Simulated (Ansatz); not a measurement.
Rock-salt HfN was calculated with r²SCAN+SOC (plane waves, PAW; Ansatz, an electronic-structure program).

Numerical settings: plane-wave cutoff 560 eV, 22×22×22 k mesh, Fermi–Dirac smearing 0.05 eV, PAW data made under PBE.

Computed at the level's own relaxed cell.

**Question.** Give the computed equilibrium volume per atom, bulk modulus B0, equilibrium lattice constant a and pressure derivative B′ of the bulk modulus.

**Answer.** 
* **equilibrium volume per atom**: 11.57 Å³/atom
* **bulk modulus B0**: 282 GPa
* **equilibrium lattice constant a**: 4.523 Å
* **pressure derivative B′ of the bulk modulus**: 4.2

The run finds no gap.

Measured, for comparison: equilibrium volume per atom 11.57 Å³/atom, lattice constant a 4.524 Å (room temperature, no zero-point or thermal correction; as tabulated in Seo, Lee, Wen, Petrov, Greene, Gall, J. Appl. Phys. 96, 878 (2004)); bulk modulus 260 GPa (room temperature, no zero-point or thermal correction, our sources range from 260 to 306; as tabulated in Synthesis of Binary Transition Metal Nitrides, Carbides and Borides from the …). Computed (rounded) less measured: equilibrium volume per atom 0.0 %, bulk modulus not scored (sources differ), lattice constant a 0.0 %.

Cost on a shared machine: about 50 core-minutes (a rough figure).
